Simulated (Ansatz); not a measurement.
# C2H2F2: the cost of one run

Method: the levels named in each step, in Ansatz 0.2.0.

## 1. Starting point

Bond lengths: C1–C2 1.389 Å, C2–F3 1.278 Å, C2–F4 1.275 Å, C1–H5 1.077 Å, C1–H6 1.103 Å. Angles: C1–C2–F3 123.9°, C1–C2–F4 122.9°, F3–C2–F4 113.1°, C2–C1–H5 121.4°, C2–C1–H6 119.5°, H5–C1–H6 119.1°.

Coordinates:

```xyz
6

C     1.4823   -0.0814   -0.0076
C     0.0957   -0.0046   -0.0006
F    -0.6744   -1.0185    0.1065
F    -0.5383    1.0970   -0.1014
H     2.0929    0.8016   -0.0985
H     1.9728   -1.0649    0.0814
```

## 2. A rough first relaxation, PBE-D4/def2-SVP

This run stands in another session on the same molecule. It ended at:

```xyz
6

C     1.4956   -0.0935   -0.0066
C     0.0754   -0.0027   -0.0005
F    -0.6695   -1.0264    0.1064
F    -0.5340    1.1075   -0.1016
H     2.0926    0.8301   -0.1022
H     1.9709   -1.0857    0.0844
```

## 3. Relaxation, r2SCAN-D4/def2-TZVPP

input.yaml

```yaml
crystal:
  periodic: [false, false, false]
  atoms:
    - { symbol: C, position_ang: [1.49555306, -0.0935087, -0.006615] }
    - { symbol: C, position_ang: [0.07539697, -0.00271039, -0.00054209] }
    - { symbol: F, position_ang: [-0.66945405, -1.0264302, 0.10638431] }
    - { symbol: F, position_ang: [-0.53398644, 1.10753949, -0.10163439] }
    - { symbol: H, position_ang: [2.09262632, 0.83009396, -0.10224208] }
    - { symbol: H, position_ang: [1.97089415, -1.08570416, 0.08440924] }
magnetization:
  spin_polarized: true
  initial_magnetization: 1
total_charge: 1
basis:
  gaussian: { orbitals: def2-TZVPP }
hamiltonian:
  xc: r2scan
  dispersion: d4
relax:
  f_tol: 0.002
  max_steps: 150
```

The run is started by

```bash
$ ansatz run input.yaml --threads 4 --pin off --max-ram 10240MiB --backend cpu --events-out ev --progress --plain --runs-dir out
```

What time and memory should one allow on 4 threads of AMD EPYC 7R43 (Zen 3), shared host?

About 14 s, with a peak of 0.31 GiB.
